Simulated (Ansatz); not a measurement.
Relaxation of C$_{4}$H$_{8}$FN (14 atoms, charge 0, multiplicity 1), to a largest force component of 0.02 eV/Å in at most 50 steps.

Method: Ansatz 0.2.0, RKS B3LYP-D4/def2-SVP.

```xyz
14
Properties=species:S:1:pos:R:3
C -0.543 -1.548 0.848
C 0.314 -0.876 -0.212
C 0.116 0.630 -0.301
N 0.690 1.384 0.778
C -0.410 1.182 -1.385
F -0.554 2.541 -1.480
H -1.618 -1.295 0.624
H -0.417 -2.573 0.841
H -0.363 -1.109 1.881
H 0.108 -1.334 -1.160
H 1.353 -1.110 0.041
H 1.468 0.995 1.235
H 0.667 2.389 0.540
H -0.822 0.694 -2.222
```

Problem. Where does it end, and by what steps?

Solution. It converged. After 7 steps the energy has fallen by 0.398 eV; N4 moved furthest, 0.12 Å.

| step | energy less start (eV) | largest force component (eV/Å) | accepted |
| --- | --- | --- | --- |
| 0 | 0.0000 | 3.633 | yes |
| 1 | -0.3312 | 1.283 | yes |
| 2 | -0.3867 | 0.386 | yes |
| 3 | -0.3901 | 0.362 | yes |
| 4 | -0.3967 | 0.091 | yes |
| 5 | -0.3976 | 0.051 | yes |
| 6 | -0.3979 | 0.029 | yes |
| 7 | -0.3979 | 0.016 | yes |

```xyz
14
Properties=species:S:1:pos:R:3
C -0.549 -1.496 0.877
C 0.305 -0.881 -0.238
C 0.180 0.616 -0.331
N 0.572 1.347 0.792
C -0.373 1.200 -1.405
F -0.486 2.552 -1.467
H -1.618 -1.303 0.697
H -0.401 -2.586 0.934
H -0.297 -1.063 1.857
H 0.040 -1.323 -1.211
H 1.369 -1.138 -0.070
H 1.424 1.013 1.235
H 0.604 2.350 0.631
H -0.782 0.682 -2.273
```

Whether the end is a true minimum wasn't checked by a vibrational analysis.

Time of the run: 33 s on 2 threads of Arm Neoverse V1, with other jobs on the host, peak memory 0.3 GiB.
